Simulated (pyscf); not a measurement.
This saddle point was located with ωB97X-D3(BJ)/def2-SVP in PySCF.

```
C
C 1 1.3553
H 1 1.0931 2 121.24
H 1 1.0932 3 116.15 2 -166.87
H 2 1.0935 1 121.33 3 -175.13
H 2 1.0935 5 117.22 1 176.04
C 1 2.1227 3 94.76 4 -97.78
Cl 7 1.7491 1 111.05 3 177.90
Cl 7 1.7491 8 109.05 5 -97.84
```
Charge 0, spin multiplicity 1.

Surface: singlet, charge 0. Lowest wavenumbers (cm⁻¹): 298i, 72, 168, 212, 307.

Task: Name the species on either side of this saddle.

Result: Cl–C:–Cl [singlet] + ethylene (H₂C=CH₂) ⇌ cyclic C₃H₄Cl₂ (SMILES ClC1(Cl)CC1), a cycloaddition read from left to right: none broken and C–C, C–C formed. At CCSD(T)/def2-TZVPP + ΔMP2(QZVPP) it lies +2.6 kcal/mol from the left side and +70.0 kcal/mol from the right (each side as separated species at their lowest minima found). cyclic C₃H₄Cl₂ (SMILES ClC1(Cl)CC1) lies 11.8 kcal/mol over its isomer H₃C–C(Cl)=CH–Cl (electronic energy, ωB97M-D3(BJ)). One saddle was located; it need not be the lowest between these sides. A restricted solution here is unstable towards spin polarisation, so biradical character is likely and single-reference numbers are less safe. The CCSD(T) − MP2 part came from Ansatz, without density fitting, on the same reference.
